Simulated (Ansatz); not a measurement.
**CH4BCl: basis-set convergence**

An exercise on one series of results from a longer session: the logs are not shown, and one member is left open.

Method: one geometry, several basis sets; program: Ansatz 0.2.0, Gaussian basis.

Plan: PBE0-D4/def2-SVP; ωB97M-V/def2-SVP; PBE0-D4/def2-QZVPP; ωB97M-V/def2-QZVPP; the functionals' def2-TZVPP values are taken from earlier runs.

## The relaxed structure

The geometry comes from an earlier relaxation with PBE0-D4 in a triple-zeta def2 set; it is a stationary point, not always the lowest conformer.

SMILES `CBCl`, 7 atoms, charge 0, spin multiplicity 1.

Atoms are counted from 1 here; the program's logs count them from 0.

Bond lengths: C1–B2 1.548 Å, C1–H4 1.090 Å, C1–H5 1.097 Å, C1–H6 1.097 Å, B2–Cl3 1.750 Å, B2–H7 1.194 Å. Angles: B2–C1–H4 114.9°, B2–C1–H5 109.5°, B2–C1–H6 108.9°, H4–C1–H5 109.3°, H4–C1–H6 109.0°, H5–C1–H6 104.9°, C1–B2–Cl3 121.7°, C1–B2–H7 122.7°, Cl3–B2–H7 115.6°.

Set-up of the first run:

The input, in.yaml:

```yaml
crystal:
  periodic: [false, false, false]
  atoms:
    - {symbol: C, position_ang: [-0.618498, 0.323339, -0.126777]}
    - {symbol: B, position_ang: [0.777553, -0.313909, 0.078179]}
    - {symbol: Cl, position_ang: [0.975450, -1.856932, 0.880377]}
    - {symbol: H, position_ang: [-1.454008, -0.273979, 0.237832]}
    - {symbol: H, position_ang: [-0.767479, 0.541838, -1.190977]}
    - {symbol: H, position_ang: [-0.637635, 1.302881, 0.367453]}
    - {symbol: H, position_ang: [1.785817, 0.208761, -0.291688]}
basis:
  gaussian: {orbitals: def2-SVP}
hamiltonian: {xc: pbe0, dispersion: d4}
output: {orbitals: {seedname: orbitals}}
```

Among the steps run: PBE0-D4 in def2-SVP; ωB97M-V in def2-SVP; PBE0-D4 in def2-QZVPP; ωB97M-V in def2-QZVPP.

One of the session's tables, all rows but one given; the rest of the session is left out.

It belongs to the step «Functionals by basis». 

| functional | basis | HOMO (eV) |
| --- | --- | --- |
| PBE0-D4 | def2-SVP | -8.30 |
| PBE0-D4 | def2-TZVPP | ? |
| PBE0-D4 | def2-QZVPP | -8.45 |
| ωB97M-V | def2-SVP | -10.55 |
| ωB97M-V | def2-TZVPP | -10.72 |
| ωB97M-V | def2-QZVPP | -10.75 |

Q: Estimate the row for PBE0-D4, def2-TZVPP from the others.

As computed: HOMO (eV): -8.43. In the column «HOMO (eV)» it lies between PBE0-D4, def2-QZVPP (-8.45) and PBE0-D4, def2-SVP (-8.30).
